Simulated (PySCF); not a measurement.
ClH5PSi (charge +1).
InChI=1S/ClH5PSi/c1-3-2/h3H2,2H3/q+1

The calculation used MP2 and CCSD/aug-cc-pVDZ in PySCF, restricted Hartree–Fock reference, 15 core orbitals frozen, non-relativistic, gas phase, PBE0-D3(BJ)/def2-SVP geometry.

E(HF) = -1091.88358 Eh.

How large is the problem?

126 basis functions and 50 electrons; 15 orbitals frozen, which leaves o = 10 correlated occupied and v = 101 virtual orbitals. That is o·v = 1010 singles and o·v(o·v + 1)/2 = 510555 distinct closed-shell doubles amplitudes before symmetry; the costliest CCSD step grows as o²v⁴ = 1.0 × 10^10.

What are the MP2 and CCSD correlation energies?

MP2 -0.3719 Eh and CCSD -0.4267 Eh, which gives totals of -1092.25550 and -1092.31025 Eh. That is 0.581 eV for each correlated electron at CCSD (1120 kJ/mol in all, 0.039 % of the total energy); MP2 gives 87.2 % of the CCSD value.

What is the T1 diagnostic?

0.0115, below the customary warning level of 0.02. It is the norm of the spatial-orbital singles amplitudes over the root of the number of correlated electrons, so the norm is 0.051.

Connected triples and the basis-set limit are missing.

The job also held the EOM ionisation roots. On an Arm Neoverse V1 with one thread, no GPU (shared host), this took 56 s.
